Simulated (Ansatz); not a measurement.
We consider rock-salt EuS, described by HSE06 (plane waves, PAW; Ansatz, a quantum-chemistry and plane-wave program).

Numerical settings: plane-wave cutoff 460 eV, 8×8×8 k mesh, Fermi–Dirac smearing 0.01 eV, spin-polarised with parallel moments, scalar-relativistic PAW data made under PBE.

The volume scan:

| V (Å³/atom) | E − E_lowest (meV/atom) | P (GPa) |
|---|---|---|
| 25.315 | 10.88 | 2.796 |
| 26.080 | 1.75 | 1.068 |
| 26.648 | 0.00 | -0.063 |
| 27.314 | 2.77 | -1.246 |
| 27.980 | 10.17 | -2.290 |

### Question
Estimate the bulk modulus from the pressures at 26.080 and 27.314 Å³/atom, and compare it with a fit to all energies.

### Answer
B = −V dP/dV. Between V = 26.080 and 27.314 Å³/atom, dP/dV = (-1.246 − (1.068))/(27.314 − 26.080) = -1.88 GPa per Å³/atom; at the midpoint 26.697 Å³/atom this gives B ≈ 50.1 GPa. The third-order Birch–Murnaghan fit gives V0 = 26.615 Å³/atom, B0 = 50.6 GPa, B′ = 3.9, which lies 1 % above that estimate.

Measured, for comparison: bulk modulus 61.5 ± 0.5 GPa, equilibrium volume per atom 26.60 Å³/atom (room temperature, not corrected to a static lattice; as tabulated in Sci. Rep., doi 10.1038/s41598-022-05321-9). Computed (rounded) less measured: bulk modulus -18 %, equilibrium volume per atom +0.1 %.

Note: the state of the 4f shell is in doubt.

Spin–orbit coupling is not included.

Static lattice: no zero-point or thermal effects.
